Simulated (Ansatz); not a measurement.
Elastic constant C44 (GPa) of solids drawn from the class of halides, at two levels: PBE (PAW; Ansatz, an electronic-structure program), and PBE0 in Ansatz (PAW).

| solid | PBE | PBE0 |
|---|---|---|
| cubic perovskite KZnF3 | 31.9 | ? |
| CsCl-type TlBr | 5.23 | 6.19 |
| rock-salt AgBr | 7.48 | 8.30 |
| CsCl-type TlCl | 5.29 | 6.30 |
| cubic perovskite KMgF3 | 43.7 | 47.9 |
| fluorite SrCl2 | 8.42 | 9.41 |

### Question
Estimate the withheld PBE0 value from the other rows.

### Answer
One way: carry over the typical ratio. The ratios PBE0 / PBE of the other rows, in order: 1.096, 1.110, 1.118, 1.184, 1.191; median 1.118. Cubic perovskite KZnF3: 31.9 × 1.118 = 35.7 GPa; the run gives 35.8 GPa. The ratios spread from 1.096 to 1.191, so such an estimate is rough.

Over all 6 rows PBE0 is the larger in 6.

Ansatz's runs of these crystals have no spin polarisation.

Spin–orbit coupling is left out, also for the solids with elements from indium on (CsCl-type TlBr, CsCl-type TlCl); its size isn't shown.

Each level is taken at its own relaxed cell. Ansatz's density-functional and Hartree–Fock values are scalar-relativistic unless marked +SOC, with PAW data made under PBE.
